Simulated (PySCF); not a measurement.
Isomers of C3H6FNO, one GFN2-xTB conformer each. Single-point energies are computed at PBE0/pcSseg-1 (PySCF, gas phase, no added dispersion term), electronic only.

**Question.** Rank them by PBE0/pcSseg-1 energy, lowest first (kcal/mol).
A. `[CH3:1][C@@H:2]([F:3])[C:4]([NH2:5])=[O:6]` with C1–C2–C4–N5 -113°, C2–C4–N5–H -179° and -3°
B. `[NH2:1][C:2](=[O:3])[CH2:4][CH2:5][F:6]` with H–N1–C2–O3 180° and 0°, N1–C2–C4–C5 180°, C2–C4–C5–F6 180°

**Answer.** A (0.0), B (4.6).

GFN2-xTB itself gives, in the same order: 0.0, 1.3. Both levels put the same isomer lowest.

**Question.** Which frontier levels, dipoles and rotational constants go with these structures?

**Answer.** 
```json
{"SMILES": "C[C@@H](F)C(N)=O", "HOMO (eV, PBE0/pcSseg-1)": "-7.52", "LUMO (eV)": "0.61", "dipole (D)": "2.18", "A, B, C (MHz)": "5046, 3240, 2249"}
{"SMILES": "NC(=O)CCF", "HOMO (eV, PBE0/pcSseg-1)": "-7.67", "LUMO (eV)": "0.62", "dipole (D)": "3.80", "A, B, C (MHz)": "9340, 1831, 1561"}
```
